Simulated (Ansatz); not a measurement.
A calculation on grey tin (α-Sn) returned lattice constant a 6.564 Å, bulk modulus 42.4 GPa.

For reference: lattice constant a 6.477 Å (measured, static lattice: zero-point anharmonic expansion removed; as tabulated in Mejia-Rodriguez and Trickey (2018), arXiv:1807.09216); bulk modulus 42.8 GPa (measured, 0 K value with the zero-point phonon effect removed; as tabulated in Mejia-Rodriguez and Trickey (2018), arXiv:1807.09216).

### Question
Which level of theory produced these numbers?
(A) B3LYP (VWN-RPA form) (Ansatz, an electronic-structure program)
(B) r²SCAN0 (Ansatz)
(C) PBE (Ansatz)
(D) r²SCAN+SOC (Ansatz)

### Answer
D, r²SCAN+SOC (Ansatz)

The others give: B3LYP (VWN-RPA form) 6.674 Å, 36.4 GPa; PBE 6.655 Å, 35.1 GPa; r²SCAN0 6.503 Å, 48.4 GPa.

Unless a cell is named, each level is at its own relaxed cell (B3LYP (VWN-RPA form) 37.15, PBE 36.85, r²SCAN+SOC 35.36, r²SCAN0 34.38 Å³/atom).

Ansatz's density-functional and Hartree–Fock values are scalar-relativistic unless marked +SOC, with PAW data made under PBE.
